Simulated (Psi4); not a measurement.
# One shape, several levels: BClO (boron chloride oxide)

Wanted: a comparison of 6 runs (HF/STO-3G, HF/6-311+G**, B3LYP*/cc-pVTZ-DK, MP2/aug-cc-pVDZ-DK) of BClO (boron chloride oxide). 

The calculation is run with Psi4 1.11.

2 further runs of the same task are left out: 2 set aside as unsound or not needed.

**1. The molecule**

BClO: 3 atoms, total charge 0, spin state singlet. SMILES: `O=BCl`. The shape is that of a GFN2-xTB optimisation.

Bond lengths: O1–B2 1.193 Å, B2–Cl3 1.639 Å. Angles: O1–B2–Cl3 179.9°.

**2. The energy at HF/STO-3G (run 1)**

Input file job.json:

```json
{
 "schema_name": "qcschema_input",
 "schema_version": 1,
 "molecule": {
  "schema_name": "qcschema_molecule",
  "schema_version": 2,
  "symbols": ["O", "B", "Cl"],
  "geometry": [1.92668917, 1.14555198, 1.18483938, 0.21369023, 0.12589355, 0.13127927, -2.1403794, -1.27142663, -1.31611866],
  "molecular_charge": 0,
  "molecular_multiplicity": 1,
  "fix_symmetry": "c1",
  "fix_com": true,
  "fix_orientation": true
 },
 "driver": "energy",
 "model": {
  "method": "scf",
  "basis": "STO-3G"
 },
 "keywords": {
  "puream": true,
  "e_convergence": 1e-09,
  "d_convergence": 1e-08,
  "scf_type": "pk"
 }
}
```

Command:

```sh
$ psi4 --qcschema job.json -n 1 --memory 1600MB
```

stdout:

```text
[...]
  Running in c1 symmetry.
[...]
  Nuclear repulsion =   70.603102134376172
[...]
  Multiplicity = 1
[...]
  Nalpha       = 15
  Nbeta        = 15
[...]
    Number of basis functions: 19
[...]
   @RHF iter   1:  -552.70125000851226   -1.02989e+00   2.48213e-02 DIIS/ADIIS
[...]
   @RHF iter  10:  -552.86272691549800   -5.68434e-13   1.77670e-09 DIIS
[...]
    Orbital Energies [Eh]
    ---------------------
    Doubly Occupied:
       1A   -103.781123     2A    -20.319620     3A    -10.458264
       4A     -7.902541     5A     -7.896581     6A     -7.896581
       7A     -7.498871     8A     -1.293609     9A     -1.097107
      10A     -0.597935    11A     -0.530017    12A     -0.519036
      13A     -0.519036    14A     -0.413546    15A     -0.413546
[...]
  @RHF Final Energy:  -552.86272691549800
   => Energetics <=
    Nuclear Repulsion Energy =             70.6031021343761722
    One-Electron Energy =                -904.6568348381836131
    Two-Electron Energy =                 281.1910057883093828
    Total Energy =                       -552.8627269154981150
[...]
 Multipole Moments:
 ------------------------------------------------------------------------------------
     Multipole            Electronic (a.u.)      Nuclear  (a.u.)        Total (a.u.)
 ------------------------------------------------------------------------------------
 L = 1.  Multiply by 2.5417464519 to convert [e a0] to [Debye]
 Dipole X            :         19.7430534          -19.9044853           -0.1614319
 Dipole Y            :         11.7233810          -11.8203691           -0.0969881
 Dipole Z            :         12.1395176          -12.2389058           -0.0993882
 Magnitude           :                                                    0.2129436
[...]
```

The result, in JSON:

```text
{
 "driver": "energy",
 "model": {
  "method": "scf",
  "basis": "STO-3G"
 },
 "success": true,
 "return_result": -552.862726915498,
 "properties": {
  "calcinfo_nbasis": 19,
  "calcinfo_nmo": 19,
  "calcinfo_nalpha": 15,
  "calcinfo_nbeta": 15,
  "calcinfo_natom": 3,
  "nuclear_repulsion_energy": 70.60310213437617,
  "return_energy": -552.862726915498,
  "scf_one_electron_energy": -904.6568348381836,
  "scf_two_electron_energy": 281.1910057883094,
  "scf_dipole_moment": [-0.16143190276016384, -0.09698809276230236, -0.09938824663938739],
  "scf_total_energy": -552.862726915498,
  "scf_iterations": 10
 }
}
```

Run time: 1.5 s. Hardware: 1 thread of Intel Xeon Platinum 8488C (Sapphire Rapids), shared host; peak memory 0.18 GiB.

**3. The charge distribution at HF/6-311+G(d,p) (density fitting) (run 2)**

Input file bclo.in:

```
memory 1.6 GB

molecule geom {
  0 1
  O      1.019560     0.606200     0.626990
  B      0.113080     0.066620     0.069470
  Cl    -1.132640    -0.672810    -0.696460
  units angstrom
}

set basis 6-311+G**

e, wfn = energy('hf', return_wfn=True)
oeprop(wfn, 'WIBERG_LOWDIN_INDICES', 'QUADRUPOLE', 'NO_OCCUPATIONS', title='HF')
```

Command:

```sh
$ psi4 -n 1 bclo.in bclo.out
```

bclo.out:

```text
[...]
  Running in cs symmetry.
[...]
  Nuclear repulsion =   70.603102143163071
[...]
  Multiplicity = 1
[...]
  Nalpha       = 15
  Nbeta        = 15
[...]
    Number of basis functions: 74
[...]
   @DF-RHF iter   1:  -559.02642929800493   -6.35858e-01   1.02124e-02 DIIS/ADIIS
[...]
   @DF-RHF iter   8:  -559.16325467853414   -2.52974e-08   7.76667e-07 DIIS
[...]
    Orbital Energies [Eh]
    ---------------------
    Doubly Occupied:
       1Ap  -104.904585     2Ap   -20.561603     3Ap   -10.634145
       4Ap    -8.102604     1App   -8.099489     5Ap    -8.099489
       6Ap    -7.695706     7Ap    -1.340112     8Ap    -1.195181
       9Ap    -0.688609    10Ap    -0.629208     2App   -0.578663
      11Ap    -0.578663     3App   -0.500436    12Ap    -0.500436
[...]
  @DF-RHF Final Energy:  -559.16325467853414
   => Energetics <=
    Nuclear Repulsion Energy =             70.6031021431630705
    One-Electron Energy =                -911.3147461727729706
    Two-Electron Energy =                 281.5483893510757980
    Total Energy =                       -559.1632546785341447
[...]
 Multipole Moments:
 ------------------------------------------------------------------------------------
     Multipole            Electronic (a.u.)      Nuclear  (a.u.)        Total (a.u.)
 ------------------------------------------------------------------------------------
 L = 1.  Multiply by 2.5417464519 to convert [e a0] to [Debye]
 Dipole X            :         -1.4229283            0.3171461           -1.1057822
 Dipole Y            :         -0.7264346            0.1620744           -0.5643602
 Dipole Z            :          0.0000000            0.0000000            0.0000000
 Magnitude           :                                                    1.2414736
 L = 2.  Multiply by 1.3450342976 to convert [e a0^2] to [Debye ang]
 Quadrupole XX       :       -150.9149466          130.0448435          -20.8701031
 Quadrupole XY       :        -68.4160224           66.2311275           -2.1848948
[...]
```

It took 1.7 s on 1 thread of Intel Xeon Platinum 8488C (Sapphire Rapids), shared host; peak memory 0.2 GiB.

Runs 3 to 5 aren't shown in full; the table further down has their settings and results.

**4. A single-point energy at MP2/aug-cc-pVDZ-DK (sfX2C, density fitting for correlation) (run 6)**

Input file input.json:

```json
{
  "schema_name": "qcschema_input",
  "schema_version": 1,
  "molecule": {
    "schema_name": "qcschema_molecule",
    "schema_version": 2,
    "symbols": ["O", "B", "Cl"],
    "geometry": [1.92668917, 1.14555198, 1.18483938, 0.21369023, 0.12589355, 0.13127927, -2.1403794, -1.27142663, -1.31611866],
    "molecular_charge": 0,
    "molecular_multiplicity": 1
  },
  "driver": "energy",
  "model": {
    "method": "mp2",
    "basis": "aug-cc-pVDZ-DK"
  },
  "keywords": {
    "scf_type": "pk",
    "mp2_type": "df",
    "relativistic": "x2c"
  }
}
```

Command:

```sh
$ psi4 --qcschema input.json -n 1 --memory 1600MB
```

stdout:

```text
[...]
  Running in cs symmetry.
[...]
  Nuclear repulsion =   70.603102134376186
[...]
  Multiplicity = 1
[...]
  Nalpha       = 15
  Nbeta        = 15
[...]
    Number of basis functions: 73
[...]
    WARNING: The X2C and Dirac Hamiltonians have substatially different eigenvalues!
             This is probably caused by the recontraction of the basis set.
[...]
   @RHF iter   1:  -560.47285961083878   -6.20190e-01   1.02757e-02 DIIS/ADIIS
[...]
   @RHF iter  11:  -560.60986608973963   -1.59162e-12   4.05533e-09 DIIS
[...]
    Orbital Energies [Eh]
    ---------------------
    Doubly Occupied:
       1Ap  -105.278470     2Ap   -20.583781     3Ap   -10.700396
       4Ap    -8.102826     1App   -8.099536     5Ap    -8.099536
       6Ap    -7.706643     7Ap    -1.344409     8Ap    -1.201195
       9Ap    -0.688901    10Ap    -0.630003     2App   -0.578267
      11Ap    -0.578267     3App   -0.499208    12Ap    -0.499208
[...]
  @RHF Final Energy:  -560.60986608973963
   => Energetics <=
    Nuclear Repulsion Energy =             70.6031021343761864
    One-Electron Energy =                -913.2446466122370339
    Two-Electron Energy =                 282.0316783881212928
    Total Energy =                       -560.6098660897396257
[...]
 Multipole Moments:
 ------------------------------------------------------------------------------------
     Multipole            Electronic (a.u.)      Nuclear  (a.u.)        Total (a.u.)
 ------------------------------------------------------------------------------------
 L = 1.  Multiply by 2.5417464519 to convert [e a0] to [Debye]
 Dipole X            :         -1.4268734            0.3171461           -1.1097273
 Dipole Y            :         -0.7283638            0.1620744           -0.5662893
 Dipole Z            :          0.0000000            0.0000000            0.0000000
 Magnitude           :                                                    1.2458645
[...]
```

The result, in JSON:

```text
{
 "driver": "energy",
 "model": {
  "method": "mp2",
  "basis": "aug-cc-pVDZ-DK"
 },
 "success": true,
 "return_result": -561.0392729009728,
 "properties": {
  "calcinfo_nbasis": 73,
  "calcinfo_nmo": 73,
  "calcinfo_nalpha": 15,
  "calcinfo_nbeta": 15,
  "calcinfo_natom": 3,
  "nuclear_repulsion_energy": 70.60310213437619,
  "return_energy": -561.0392729009728,
  "scf_one_electron_energy": -913.244646612237,
  "scf_two_electron_energy": 282.0316783881213,
  "scf_dipole_moment": [-1.1097272815826784, -0.5662893277705723, 0.0],
  "scf_total_energy": -560.6098660897396,
  "scf_iterations": 11,
  "mp2_same_spin_correlation_energy": -0.1184181706242245,
  "mp2_opposite_spin_correlation_energy": -0.3109886406090292,
  "mp2_singles_energy": -4.916466745378891e-25,
  "mp2_doubles_energy": -0.4294068112332537,
  "mp2_correlation_energy": -0.4294068112332537,
  "mp2_total_energy": -561.0392729009728
 }
}
```

Run time: 3.3 s. Hardware: 1 thread of Intel Xeon Platinum 8488C (Sapphire Rapids), shared host; peak memory 0.33 GiB.

**5. The series**

```csv
run,level,task,integrals,energy (Eh),dipole moment (D),HOMO energy (eV),LUMO energy (eV),wall time
1,HF/STO-3G,energy,pk,-552.862727,0.54,-11.25,9.32,1.5 s
2,HF/6-311+G** (density fitting),properties,df,-559.163255,3.16,-13.62,1.02,1.7 s
3,HF/6-311+G** (sfX2C),properties,out_of_core,-560.518542,3.16,-13.61,1.01,2.2 s
4,"HF/6-311+G** (sfX2C, density fitting)",properties,df,-560.518472,3.16,-13.61,1.01,1.8 s
5,B3LYP*/cc-pVTZ-DK (DKH2),energy,direct,-561.744130,2.75,-9.30,-0.15,8.1 s
6,"MP2/aug-cc-pVDZ-DK (sfX2C, density fitting for correlation)",energy,pk,-561.039273,–,-13.58,0.96,3.3 s
```

**6. Outcome**

| quantity | value |
| --- | --- |
| run 6: total energy | -561.03927 Eh |
| run 6: HOMO energy (Hartree–Fock orbitals) | -13.58 eV |
| run 6: LUMO energy (Hartree–Fock orbitals) | 0.96 eV |
| run 6: HOMO–LUMO gap (Hartree–Fock orbitals) | 14.54 eV |
| run 6: correlation energy | -429.4 mEh |

What this shows: Over runs 1, 2, 3, 4, 5 the dipole moment (its size) runs from 0.54 D (HF/STO-3G) to 3.16 D (HF/6-311+G**). The two ends differ in basis and Hamiltonian. Over runs 1, 2, 3, 4, 5 the HOMO–LUMO gap runs from 9.15 eV (B3LYP*/cc-pVTZ-DK) to 20.57 eV (HF/STO-3G). The two ends differ in method and basis and Hamiltonian. Some runs of one species differ in core potentials or relativity; totals across that change don't compare. In run 1 the basis is minimal, so the values are rough. All runs together took 19 s, the longest 8.1 s.
